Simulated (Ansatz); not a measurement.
Conformers of `COCN`, each relaxed with PBE0-D4/def2-TZVP in Ansatz. CBS adds the triple-zeta coupled-cluster correction to the MP2 limit.

Not all of them had a frequency check.

Conformer A:

```xyz
11

C    -0.612   -1.440   -0.647
O     0.099   -0.247   -0.811
C     0.092    0.532    0.360
N     0.902    1.685    0.146
H    -0.194   -2.058    0.162
H    -1.673   -1.256   -0.421
H    -0.544   -1.995   -1.582
H    -0.935    0.856    0.588
H     0.431   -0.106    1.198
H     0.561    2.496    0.638
H     1.874    1.534    0.369
```

Conformer B:

```xyz
11

C    -0.527    0.880   -1.021
O    -0.198   -0.476   -0.904
C     0.676   -0.756    0.173
N     0.138   -0.631    1.490
H     0.373    1.507   -1.097
H    -1.114    0.998   -1.932
H    -1.129    1.239   -0.175
H     0.985   -1.791    0.014
H     1.560   -0.109    0.102
H    -0.698   -1.188    1.607
H    -0.067    0.326    1.742
```

(1) Which is lowest in electronic energy at CCSD(T)/CBS (frozen core, def2 sets), and by how much? (Best estimate.)

(2) Give the energies relative to B (kJ/mol) with PBE/def2-TZVPP, SCS-MP2/def2-TZVPP, CCSD(T)/def2-TZVPP, SCS-MP2/def2-QZVPP, CCSD(T)/def2-QZVPP, MP2/CBS(def2), CCSD/CBS(def2). (An estimate is asked.)

Results:

(1) Ansatz gave: B; A lies 15.9 kJ/mol higher.

(2) The calculation gave: 
| level | A |
| --- | --- |
| PBE/def2-TZVPP | 15.5 |
| SCS-MP2/def2-TZVPP | 16.4 |
| CCSD(T)/def2-TZVPP | 17.0 |
| SCS-MP2/def2-QZVPP | 15.6 |
| CCSD(T)/def2-QZVPP | 16.2 |
| MP2/CBS(def2) | 15.9 |
| CCSD/CBS(def2) | 15.2 |
